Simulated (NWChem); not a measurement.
**C2HO (SMILES C#C[O]) at UMP2/def2-TZVP (frozen virtual 2)**

Aim: the vertical ionisation energy of C2HO at UMP2/def2-TZVP (frozen virtual 2), from 2 runs. 

Program for the calculation: NWChem 7.3.0.

### 1 The system as given

C2HO: 4 atoms, total charge 0, spin state doublet. As SMILES, `C#C[O]`. The coordinates come from a PBE0-D4/def2-TZVP relaxation.

Bond lengths: C1–C2 1.288 Å, C2–O3 1.167 Å, C1–H4 1.072 Å. Angles: C1–C2–O3 170.9°, C2–C1–H4 137.7°.

### 2 A single-point energy at UMP2/def2-TZVP (frozen virtual 2)

Input file m1.xyz:

```xyz
4

C     -0.562500     0.217400    -0.417800
C      0.342300    -0.396600     0.262400
O      1.068800    -1.106500     0.836800
H     -0.793100     1.225500    -0.701600
```

Input file m1.nw:

```
start m1
memory stack 880 mb heap 220 mb global 1100 mb
geometry noautosym nocenter noautoz
  load m1.xyz
end
basis spherical bse
  * library def2-TZVP
end
scf
  nopen 1
  uhf
  thresh 1e-08
  maxiter 80
  noprint "final vectors analysis"
end
mp2
  freeze core 3 virtual 2
  tight
end
task mp2
```

Run with:

```bash
nwchem m1.nw > m1.out
```

The log of the run:

```text
[...]
  functions       =    99
[...]
  wavefunction    = UHF
[...]
         Total SCF energy =   -151.146514501453
      One electron energy =   -309.138258578470
      Two electron energy =    105.387430658203
 Nuclear repulsion energy =     52.604313418813
                       Sz =      0.5000
                 Sz(Sz+1) =      0.7500
                      S^2 =      0.8120
[...]
          Total MP2 energy          -151.642819093564
[...]
```

Wall time 52 s (1 thread of Intel Xeon 6975P-C (Granite Rapids), shared host); peak memory 0.23 GiB.

### 3 The singlet cation

Input file work.nw:

```
start work
title "C2HO"
memory total 2200 mb
charge 1
geometry noautosym nocenter noautoz
C       -0.562500       0.217400      -0.417800
C        0.342300      -0.396600       0.262400
O        1.068800      -1.106500       0.836800
H       -0.793100       1.225500      -0.701600
end
basis spherical bse
* library def2-TZVP
end
scf
thresh 1e-08
maxiter 80
noprint "final vectors analysis"
end
mp2
freeze core 3 virtual 2
tight
end
task mp2 energy
```

Run with:

```bash
nwchem work.nw > work.out
```

The log of the run:

```text
[...]
  functions       =    99
[...]
  wavefunction    = RHF
[...]
         Total SCF energy =   -150.754803038593
      One-electron energy =   -302.255686370478
      Two-electron energy =     98.896569913072
 Nuclear repulsion energy =     52.604313418813
        Time for solution =     20.0s
[...]
          Total MP2 energy          -151.240881207828
[...]
```

Wall time 23 s (1 thread of Intel Xeon 6975P-C (Granite Rapids), shared host); peak memory 0.22 GiB.

### 4 Outcome

At UMP2/def2-TZVP (frozen virtual 2), 3 core orbitals frozen:

```
                                                   quantity          value
                                 doublet C2HO: total energy  -151.64282 Eh
  doublet C2HO: correlation energy (3 core orbitals frozen)     -496.3 mEh
            doublet C2HO: ⟨S²⟩ of the reference determinant          0.812
                               singlet cation: total energy  -151.24088 Eh
singlet cation: correlation energy (3 core orbitals frozen)     -486.1 mEh
         vertical ionisation energy (to the singlet cation)      10.937 eV
```

In words: The vertical ionisation energy comes to 10.94 eV (252 kcal/mol). Only the singlet of the ionised species was computed; a triplet could lie lower. Mulliken charges (doublet C2HO) run from -0.28 on C1 to +0.35 on C2; they depend strongly on the basis. Mulliken charges (singlet cation) run from +0.01 on O3 to +0.43 on C2.
